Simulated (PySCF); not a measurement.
# C2H3F3: full NMR table

```
Formula                               : C2H3F3
SMILES                                : FCC(F)F
InChI                                 : InChI=1S/C2H3F3/c3-1-2(4)5/h2H,1H2
Point group of the computed structure : C1
Degrees of unsaturation               : 0
Carbon signals                        : 2
Proton signals                        : 2
```

Molfile (atoms numbered from 1):
```
C2H3F3
     RDKit          3D

  8  7  0  0  0  0  0  0  0  0999 V2000
    0.6985   -1.6123    0.2855 F   0  0  0  0  0  0  0  0  0  0  0  0
    0.6562   -0.2423    0.3381 C   0  0  0  0  0  0  0  0  0  0  0  0
   -0.6321    0.2398   -0.2820 C   0  0  0  0  0  0  0  0  0  0  0  0
   -0.7165    1.5811   -0.0985 F   0  0  0  0  0  0  0  0  0  0  0  0
   -0.6320    0.0015   -1.6124 F   0  0  0  0  0  0  0  0  0  0  0  0
    1.5037    0.1691   -0.2167 H   0  0  0  0  0  0  0  0  0  0  0  0
    0.6992    0.0787    1.3820 H   0  0  0  0  0  0  0  0  0  0  0  0
   -1.5187   -0.2345    0.1500 H   0  0  0  0  0  0  0  0  0  0  0  0
  1  2  1  0
  2  3  1  0
  3  4  1  0
  3  5  1  0
  2  6  1  0
  2  7  1  0
  3  8  1  0
M  END
```

Calculated, not measured (PySCF): PBE0-D3(BJ)/def2-TZVP geometry, B97-2/pcSseg-2 with gauge-including orbitals. One conformer, fast rotation and ring inversion assumed for equivalent nuclei, non-relativistic Hamiltonian, isolated molecule.

References, each an isolated molecule treated in the same way: 1H (σref 31.64) and 13C (σref 185.38) vs TMS; CFCl3 for 19F (σref 175.98).

| carbon | δC, type | δH (multiplicity) | HMBC from (2–3 bonds) | span of the C tensor (ppm) |
| --- | --- | --- | --- | --- |
| C2 | 86.0, CH2 | 4.41 (m) | H8 | 75 |
| C3 | 121.4, CH | 6.02 (m) | H6/H7 | 32 |

Other nuclei:
```tsv
atoms	nucleus	environment	δ (ppm)	σ (ppm)
F4/F5	19F	fluorine of a CF2 group	-143.5	319.4
F1	19F	fluorine on an sp3 carbon	-256.9	432.9
```

- Carbon types of the structure: 1 × CH, 1 × CH2, which accounts for all hydrogens.
- δC 121.4: sp3 CH bonded to 2 F; 2 electronegative neighbours deshield it.
- δC 86.0: sp3 CH2 bonded to F; deshielded by the electronegative neighbour.
- δH 6.02: hydrogen on an sp3 CH bonded to 2 F; its carbon carries F, hence the downfield position.
- δH 4.41: hydrogen on an sp3 CH2 bonded to F; its carbon carries F, an electronegative neighbour.

Splittings by 19F in the carbon and heteronuclear signals aren't shown, as no couplings were computed. Shifts are as computed. Against solution values, carbons near 30 ppm lie about +3 ppm off and those near 130 ppm about +7 ppm. Of 1211 compounds with measured shifts, 218 miss one by over three times the rms of a fit or turn the order of signals round; such compounds aren't used in these exercises. Unscaled 19F shifts against computed CFCl3 carry errors that often reach 10 to 50 ppm. Multiplicities follow the n + 1 count of equivalent neighbours, as no J values were calculated; m marks all less simple cases, F and P coupling included.
